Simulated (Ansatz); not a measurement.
Mulliken charges of CH4SSi (`CS[SiH]`) from PBE/def2-TZVPP in Ansatz (PBE0-D4/def2-TZVP geometry).

| atom | x (Å) | y (Å) | z (Å) | charge (e) |
| --- | --- | --- | --- | --- |
| C1 | -0.839 | 0.608 | -0.359 | -0.238 |
| S2 | -0.159 | -0.793 | 0.569 | -0.104 |
| Si3 | 1.906 | -0.650 | 0.254 | 0.053 |
| H4 | -1.381 | 1.257 | 0.328 | 0.120 |
| H5 | -0.040 | 1.171 | -0.843 | 0.111 |
| H6 | -1.530 | 0.230 | -1.113 | 0.120 |
| H7 | 2.103 | -1.891 | 1.118 | -0.062 |

Task: By hand: the dipole of these point charges (1 e Å = 4.8032 D).

Result: Σ q r = (-0.167, 0.329, -0.217) e Å, of length 0.428 e Å = 2.06 D.

Task: How does the dipole of the full density compare? (Estimate.)

Result: The calculation gave: (-0.197, 0.214, -0.132) e Å, 1.53 D; the point charges give 1.35 times that, at 15° from its direction.

Point charges leave out the atoms' own dipoles, such as those of lone pairs, and Mulliken's split depends on the basis, so the two needn't agree.
